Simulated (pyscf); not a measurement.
PySCF, gas phase, ωB97X-D3(BJ)/def2-SVP geometries.

Task: For H₃C–N(CH₃)–AlH₂ + water (H₂O) → H₃C–N(CH₃)–AlH–OH + hydrogen (H₂), a four-centre exchange (singlet surface; Al–H, H–O broken, Al–O, H–H formed), PBE/def2-TZVP gives ΔE‡ = -4.2 kcal/mol and ΔE = -26.2 kcal/mol (zero: the separated reactants). In which direction and how far do PBE0-D3(BJ)/def2-TZVP, M06-2X/def2-TZVP, ωB97M-D3(BJ)/def2-TZVP move these?

Result: PBE0-D3(BJ): ΔE‡ = -3.5 kcal/mol, ΔE = -26.3 kcal/mol; M06-2X: ΔE‡ = -2.9 kcal/mol, ΔE = -31.2 kcal/mol; ωB97M-D3(BJ): ΔE‡ = -1.3 kcal/mol, ΔE = -27.6 kcal/mol. PBE's barrier lies under all of them, by 0.6 to 2.9 kcal/mol. Its reaction energy matches one of them and lies within 5.0 kcal/mol of the others. On the reactant side the descent ends in an adduct with a Al–O contact, 17.2 kcal/mol under the separated species and 15.1 kcal/mol under the saddle at ωB97X-D3(BJ)/def2-TZVP. At PBE, PBE0-D3(BJ), M06-2X, ωB97M-D3(BJ) the saddle lies under the separated reactants, which points to a path from their complex (located at ωB97X-D3(BJ) alone). What is counted as formed (Al–O) is already present as a longer contact in the reactant adduct; forming that adduct is a step of its own. At the saddle there is also a short Al–H contact that neither side keeps. H₃C–N(CH₃)–AlH₂ lies 36.8 kcal/mol over its isomer H₃C–Al(CH₃)–NH₂ (electronic energy, ωB97M-D3(BJ)/def2-TZVP). This is the saddle that the search found; another between the same sides may lie lower.
